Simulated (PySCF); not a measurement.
# HOF: magnetic properties

The task here is to estimate one member of a computed series from the others.

Programs: PySCF 2.14.0, with routines of our own; each step states its level. All values are computed. Atoms count from 0.

### The system as given

3 atoms, charge 0, multiplicity 1; geometry from: GFN2-xTB.

Set-up of the first run:

The job: settings as JSON, then the geometry in Å.

```
{"job": {"xc": "PBE0", "basis": "def2-SVP", "d3": "d3bj", "grid": 1, "kind": "geom"}, "charge": 0, "multiplicity": 1}
O     -0.192174     0.463719    -0.002203
F      1.027498    -0.192510    -0.011552
H     -0.823843    -0.273748     0.001202
```

The run is started by

```
$ OMP_NUM_THREADS=1 python excited_run.py task.json out
```

The driver reads the jobs from task.json and runs them one after another.

Among the steps run: Relaxing the molecule at PBE0-D3(BJ)/def2-SVP; Magnetic properties: GIAO revPBE/aug-pcSseg-2; Magnetic properties: GIAO PW91/aug-pcSseg-2; Magnetic properties: GIAO B3LYP/aug-pcSseg-2; Magnetic properties: GIAO X3LYP/aug-pcSseg-2; Magnetic properties: GIAO PBE0/aug-pcSseg-2; Magnetic properties: GIAO mPW1PW91/aug-pcSseg-2; Magnetic properties: GIAO B97-2/aug-pcSseg-2; Magnetic properties: GIAO BHandHLYP/aug-pcSseg-2; Magnetic properties: GIAO HSE06/aug-pcSseg-2; Magnetic properties: GIAO CAM-B3LYP/aug-pcSseg-2; Magnetic properties: GIAO wB97X/aug-pcSseg-2; Magnetic properties: GIAO wB97X-D/aug-pcSseg-2.

One of the session's tables, all rows but one given; the rest of the session is left out.

It belongs to the step «Magnetic properties side by side». 

| level | gap (eV) |
| --- | --- |
| GIAO revPBE/aug-pcSseg-2 | 4.45 |
| GIAO PW91/aug-pcSseg-2 | 4.40 |
| GIAO B3LYP/aug-pcSseg-2 | 7.38 |
| GIAO X3LYP/aug-pcSseg-2 | 7.61 |
| GIAO PBE0/aug-pcSseg-2 | 8.11 |
| GIAO mPW1PW91/aug-pcSseg-2 | 8.13 |
| GIAO B97-2/aug-pcSseg-2 | 7.63 |
| GIAO BHandHLYP/aug-pcSseg-2 | ? |
| GIAO HSE06/aug-pcSseg-2 | 7.30 |
| GIAO CAM-B3LYP/aug-pcSseg-2 | 10.71 |
| GIAO wB97X/aug-pcSseg-2 | 12.68 |
| GIAO wB97X-D/aug-pcSseg-2 | 11.84 |

Q: Estimate the row for GIAO BHandHLYP/aug-pcSseg-2 from the others.

**Answer.** gap (eV): 11.19. In the column «gap (eV)» it lies between GIAO CAM-B3LYP/aug-pcSseg-2 (10.71) and GIAO wB97X-D/aug-pcSseg-2 (11.84).

Caveats from the session: Vibrational averaging and real surroundings are missing from these values.
